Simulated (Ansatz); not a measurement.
Born–Oppenheimer molecular dynamics of C2H3N + CH3NO (12 atoms, charge 0, multiplicity 1). It starts from a relaxed structure.

Computed with Ansatz 0.2.0, UKS B3LYP/STO-3G.

```
ensemble                      : NVE (velocity Verlet)
time step                     : 1 fs
steps asked                   : 355
starting velocities drawn for : 1500 K
masses                        : H 2.014 u
seed                          : 132792
```

First frame:

```xyz
12
Properties=species:S:1:pos:R:3
C 0.216 -0.009 -1.876
C -1.166 0.253 -1.386
N -2.208 0.447 -0.828
H 0.864 -0.134 -0.946
H 0.239 -0.928 -2.485
H 0.576 0.838 -2.483
N -0.470 -0.048 1.709
C 0.928 -0.179 1.607
O 1.603 -0.256 0.540
H -1.079 0.129 0.876
H -0.892 0.128 2.642
H 1.390 -0.240 2.630
```

(1) What does the run give?

(2) What happens to the structure?

(3) How do temperature and energy run in time?

Results:

(1) The run went to its last step.

```
steps done                                               : 355
time covered                                             : 355 fs
mean temperature over the second half                    : 679 K
spread of the potential energy over the second half      : 14.8 meV per atom
mean potential energy of the second half above the start : 89.8 meV per atom
```

The conserved energy stayed within 2.2 meV per atom of its start (net change 1.4 meV per atom), so the integration is sound. The temperature averaged 0.45 of the 1500 K drawn at the start: a run that starts near a minimum puts about half its kinetic energy into the potential. A run of 0.35 ps of so small a system gives no equilibrium averages. Limits of this set-up: minimal basis.

(2) The same pairs are bonded in the first frame and the last. Pairs count as bonded within 1.25 times the sum of covalent radii (0.12 Å more for H–H). The details hang on the random start.

(3) 
```csv
time (fs),T (K),potential energy less start (eV),conserved less start (meV/atom)
0.0,1500,0.000,0.00
17.0,930,0.749,1.10
34.0,579,1.214,1.96
51.0,725,1.019,1.42
68.0,807,0.904,0.69
85.0,628,1.150,1.82
102.0,696,1.057,1.42
119.0,525,1.278,1.49
136.0,706,1.047,1.66
153.0,655,1.112,1.61
170.0,804,0.913,1.17
187.0,796,0.925,1.24
204.0,763,0.972,1.64
221.0,731,1.003,0.82
238.0,775,0.957,1.58
255.0,831,0.881,1.31
272.0,768,0.961,1.30
289.0,608,1.170,1.44
306.0,419,1.419,1.77
323.0,549,1.245,1.27
340.0,637,1.132,1.39
```

Run time: 10 min on 1 thread of Intel(R) Xeon(R) 6975P-C (Granite Rapids), with other jobs on the host, peak memory 0.21 GiB.
